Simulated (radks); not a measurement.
# Al²⁺ in [Ne] 3p1: an all-electron calculation

An exercise on one series of results from a longer session: the logs are not shown, and one member is left open.

Program: radks (a radial shooting solver on a logarithmic mesh, Libxc functionals) version 1. Level of theory: non-relativistic Kohn-Sham, AM05, spin-polarised, spherical densities, point nucleus; open shells are filled with parallel spins first. These are calculated values, not measurements, unless marked.

## Starting point

- element: aluminium (Z = 13)
- charge: +2
- electrons: 11
- configuration: [Ne] 3p1

Outer shells as boxes (Hund's rule):

Al²⁺
```
[Ne] core
3p [↑ ][  ][  ]
```

The first run:

Input:

```text
Z 13
configuration [Ne] 3p1
relativity non-relativistic
functional am05,am05
spin polarised
nucleus point
```

One of the session's tables, all rows but one given; the rest of the session is left out.

It belongs to the step «Orbitals and density». Sizes of the orbitals, from the radial functions (bohr):

```
  level     <r>  outermost maximum (interpolated)  90 % within
  1s up  0.1208                            0.0789        0.216
1s down  0.1208                            0.0789        0.216
  2s up  0.6279                             0.499        0.993
2s down  0.6275                             0.499        0.992
  2p up       ?                                 ?            ?
2p down  0.6004                             0.429         1.01
  3p up   2.523                              2.20         3.78
```

Q: Estimate the row for 2p up from the others.

The run gave: <r>: 0.6012; outermost maximum (interpolated): 0.428; 90 % within: 1.02. In the column «<r>» it lies between 2p down (0.6004) and 2s down (0.6275).
